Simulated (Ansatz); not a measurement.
System: cyanoethylene, C3H3N (charge 0, singlet). 
Geometry from a B3LYP-D3(BJ)/def2-TZVP (Ansatz, an electronic-structure program) optimisation:
SMILES: C=CC#N
```xyz
7

C     -0.1624    -1.6316     0.0047
C      0.5687    -0.5193    -0.0022
C     -0.0050     0.7858    -0.0018
H     -1.2435    -1.6002     0.0112
H      0.3125    -2.6029     0.0041
H      1.6516    -0.5573    -0.0087
N     -0.4469     1.8501    -0.0016
```
Charge 0, spin multiplicity 1.

Property: vertical triplet-singlet gap (E(triplet) - E(singlet); each state is the SCF solution reached for its spin; the UHF <S^2> is 2.15 for the triplet (pure: 2.00); for the singlet the Hartree-Fock reference is unstable and T1 is 0.014), in kJ/mol. Valence correlation only, unless marked. UHF or UKS for open shells. Spin-orbit coupling is left out. No relativistic terms. Basis-set limits of correlation are two-point, X^-3; Hartree-Fock from the larger set. The bracket is a focal-point correction in the basis named.

RI-MP2/CBS(aug-cc-pVTZ,aug-cc-pVQZ)+[CCSD(T)-MP2]/aug-cc-pVTZ (Ansatz) gives 395.5 kJ/mol.

**Question.** Another calculation gave 351.0 kJ/mol. Which level was it?
A) CAM-B3LYP/def2-TZVPD (Ansatz)
B) BHLYP/def2-TZVPD (Ansatz)
C) wB97M-V/def2-TZVPD (Ansatz)

**Answer.** B, BHLYP/def2-TZVPD (Ansatz). The others give 366.7 (CAM-B3LYP), 385.8 (wB97M-V) kJ/mol.
